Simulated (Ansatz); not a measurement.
Geometry optimisation, Ansatz 0.2.0, RKS PBE/def2-SVP.

The input (input.yaml):

```yaml
crystal:
  periodic: [false, false, false]
  atoms:
    - { symbol: B, position_ang: [0.0, 0.0, 0.0] }
    - { symbol: H, position_ang: [0.0, 0.0, 1.54] }
    - { symbol: O, position_ang: [1.2211, 0.0, -0.705] }
    - { symbol: H, position_ang: [1.5209, -0.9519, -0.8599] }
    - { symbol: H, position_ang: [-1.0305, 0.0, -0.595] }
    - { symbol: S, position_ang: [0.0982, 2.076, 0.6906] }
    - { symbol: H, position_ang: [0.6507, 2.1151, 1.9763] }
    - { symbol: H, position_ang: [0.0413, 0.8741, 1.6662] }
basis:
  gaussian: { orbitals: def2-SVP }
hamiltonian:
  xc: pbe
relax:
  f_tol: 0.15
  max_steps: 25
  restrain:
    - { distance: [0, 5], at: 1.89, k: 30.0 }
    - { distance: [7, 1], at: 0.66, k: 30.0 }
    - { distance: [0, 1], at: 2.39, k: 30.0 }
    - { distance: [7, 5], at: 2.6, k: 30.0 }
```

Launched with:

```bash
$ ansatz run input.yaml --threads 1 --pin off --max-ram 2048MiB --backend cpu --events-out ev --progress --plain --runs-dir out
```

**Question.** Where does it end, and by what steps?

**Answer.** It converged. The restraints hold the end off the free minimum; the threshold counts their pulls, which the force column leaves out. Restrained pairs: B1–S6 (2.19 → 1.86 Å), H2–H8 (0.88 → 0.72 Å), B1–H2 (1.54 → 2.40 Å), S6–H8 (1.55 → 2.61 Å). After 10 steps the energy has fallen by 3.367 eV (the restraints' own energy left out); H7 moved furthest, 1.22 Å.

```
step  energy less start (eV)  largest force component (eV/Å)  accepted
   0                  0.0000                           3.549       yes
   1                 -0.5667                           4.017       yes
   2                 -1.3154                           4.792       yes
   3                 -2.1679                           3.470       yes
   4                 -2.6773                           2.196       yes
   5                 -2.8930                           1.776       yes
   6                 -3.0713                           1.332       yes
   7                 -3.2222                           1.440       yes
   8                 -3.3305                           1.722       yes
   9                 -3.3586                           1.867       yes
  10                 -3.3672                           1.928       yes
```

```xyz
8
Properties=species:S:1:pos:R:3
B 0.081 0.587 -0.166
H -0.059 -0.572 1.929
O 1.334 0.072 -0.295
H 1.326 -0.811 -0.706
H -0.918 0.034 -0.569
S -0.139 2.278 0.583
H 1.173 2.422 0.922
H -0.296 0.104 2.016
```

Time of the run: 21 s on 1 thread of Arm Neoverse V1, with other jobs on the host, peak memory 0.13 GiB.
